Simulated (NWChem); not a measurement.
## How the cost of U-wB97X grows with the basis: doublet CN

The species is CN (2 atoms), meant as a doublet with charge 0. SMILES of the parent species: `[C-]#N`. Geometry: relaxed at PBE0-D4/def2-TZVPD. That shape belongs to the parent species and isn't relaxed for this state.

U-wB97X, energy, NWChem 7.3.0, on 1 thread of Intel Xeon 6975P-C (Granite Rapids), shared host. N is the number of basis functions, t the processor time.

```
            basis   N  t (s)   ln N   ln t
         6-31G(d)  28    3.1  3.332  1.131
     6-311+G(d,p)  44      6  3.784  1.792
  6-311++G(2d,2p)  54    9.2  3.989  2.219
6-311++G(3df,3pd)  78      ?  4.357      ?
```

Fit t = C·Nᵖ to the known rows and estimate the time in 6-311++G(3df,3pd).


1. Means of the 3 rows: ln N = 3.70167, ln t = 1.7140.
2. Σ(Δln N)² = 0.22599, Σ(Δln N·Δln t) = 0.36704, so the slope is 0.36704/0.22599 = 1.6241.
3. Intercept: 1.7140 − (1.6241) × 3.70167 = -4.2979. The largest residual of the fit is 0.056.
4. ln t = -4.2979 + 1.6241 × 4.357, so t ≈ 16 s.

The run took 29 s, so the estimate is too short by a factor of about 1.8. The fitted power is 1.6, with the electron count fixed. Fixed start-up costs flatten the line at the short runs, so it runs low for the long one.
